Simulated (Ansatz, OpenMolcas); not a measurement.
# C2H4F2 (1,2-difluoroethane): from total energies to a heat of formation

The species is C2H4F2 (8 atoms), meant as a singlet with charge 0. As SMILES, `FCCF`. Geometry: relaxed at PBE0-D4/def2-TZVP. This is one conformer, not always the lowest.

Total energies at B3LYP/6-31G* (spherical functions) (OpenMolcas 26.06); the atoms run unrestricted:

| species | state | energy (Eh) |
| --- | --- | --- |
| C2H4F2 | singlet | -278.274490 |
| F | doublet | -99.714578 |
| C | triplet | -37.844694 |
| H | doublet | -0.500273 |

Harmonic wavenumbers at PBE0-D4/def2-TZVP, in cm⁻¹: 153, 327, 500, 883, 913, 1110, 1132, 1142, 1265, 1308, 1400, 1439, 1481, 1483, 3047, 3057, 3102, 3116.

Measured heats of formation of the gaseous atoms at 298.15 K, in kJ/mol: F 79.4, C 716.9, H 218.0. Spin-orbit lowering of the atoms at 298 K (mean of the ground term's levels less their thermal mean, from spectra), in kJ/mol: F 1.29, C 0.02. Take 1 Eh = 2625.50 kJ/mol, 1 cm⁻¹ = 0.0119627 kJ/mol, RT = 2.479 kJ/mol.

What heat of formation follows?


1. Electronic atomisation energy: 2 × (-99.714578) + 2 × (-37.844694) + 4 × (-0.500273) − (-278.274490) = 1.154854 Eh = 3032.1 kJ/mol.
2. Zero-point energy: half the sum of the wavenumbers, 13429 cm⁻¹ = 160.6 kJ/mol.
3. Thermal vibrational enthalpy, Σ hcν̃/(exp(hcν̃/kT) − 1): 3.9 kJ/mol. Translation, rotation and pV of a non-linear molecule: 4 RT = 9.9 kJ/mol.
4. The 8 free atoms carry 5/2 RT each: 49.6 kJ/mol.
5. Spin-orbit coupling lowers the free atoms by 2 × 1.29 + 2 × 0.02 = 2.6 kJ/mol.
6. Atomisation enthalpy at 298 K: 3032.1 − 2.6 − 160.6 − 3.9 − 9.9 + 49.6 = 2904.7 kJ/mol.
7. Sum of the atoms' heats of formation: 2464.6 kJ/mol. Heat of formation: 2464.6 − 2904.7 = -440.1 kJ/mol.

The tabulated value is -450.4 kJ/mol (Active Thermochemical Tables), so this level is off by +10.3 kJ/mol, or 0.4 % of the atomisation enthalpy that the table implies (2914.9 kJ/mol). Anharmonicity and any spin-orbit splitting of the molecule are left out.
